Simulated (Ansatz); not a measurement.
Two structures of C2H7Al, closed shell, reached by relaxing down either side of one saddle point (PBE0-D4/def2-TZVP). Energies are electronic, without zero-point energy. Computed with Ansatz 0.2.0 (basis: def2-TZVPP and def2-QZVPP); correlated methods freeze the cores. Extrapolation: Hartree–Fock as exp(−7.88 √X), correlation as X^−2.97. First:

```
10
angstrom
Al -0.0106 -1.2350 0.6599
H 0.9943 -1.9102 -0.3824
H -1.5615 -1.5655 0.5153
H 0.5815 -0.7589 2.0592
C -0.4253 1.1445 -0.0105
C 0.4217 0.6543 -0.9242
H -0.0657 1.6389 0.8846
H -1.4987 1.0983 -0.1538
H 1.4965 0.7363 -0.8064
H 0.0679 0.1973 -1.8416
```

Second:

```xyz
10
angstrom
Al -0.5159 -0.9239 1.3196
H 0.9984 -0.4917 -1.4616
H -1.8085 -1.0642 2.2376
H 0.7419 -1.8592 1.5988
C -0.4907 0.3901 -0.1321
C 0.7812 0.4631 -0.9752
H -0.7123 1.3705 0.3125
H -1.3621 0.1869 -0.7701
H 1.6552 0.7093 -0.3662
H 0.7127 1.2192 -1.7633
```

Question: Which bonds change from the first to the second?

Answer: C₂H₄ (C=C) + AlH₃ → C₂H₇Al ([CH3][CH2][AlH2]); bonds formed: Al1–C5, H2–C6; bonds broken: Al1–H2.

Question: Give the saddle point's structure and its height above each. (To be estimated.)

Answer: By the calculation: 0.505 eV above the first and 1.390 eV above the second (CCSD(T) at an estimated basis limit (MP2 extrapolated from triple and quadruple zeta, plus CCSD(T) − MP2 in triple zeta)).
```xyz
10
angstrom
Al -0.1802 -0.9990 0.7712
H 0.8429 -1.2555 -0.5120
H -1.5546 -1.7384 0.5047
H 0.6648 -0.9011 2.1066
C -0.4092 1.0087 0.0391
C 0.4678 0.4266 -0.8699
H -0.0226 1.6475 0.8233
H -1.4575 1.1059 -0.2145
H 1.5323 0.6197 -0.8120
H 0.1164 0.0856 -1.8364
```

The T1 diagnostic stays at or below 0.016. The start structure is not quite a true minimum (one mode of 83i cm⁻¹).

Labels in which every atom is bracketed show which atoms are joined, not bond orders.

For scale, one of the runs: CCSD(T)/def2-TZVPP, 202 basis functions, launched by `ansatz run in.yaml --threads 2 --pin off --events-out ev --progress --plain --max-ram 4352MiB`. Time: 43 s of wall clock on 2 CPU threads of an Arm Neoverse V1; the host was shared. Peak host memory: 2.4 GiB.
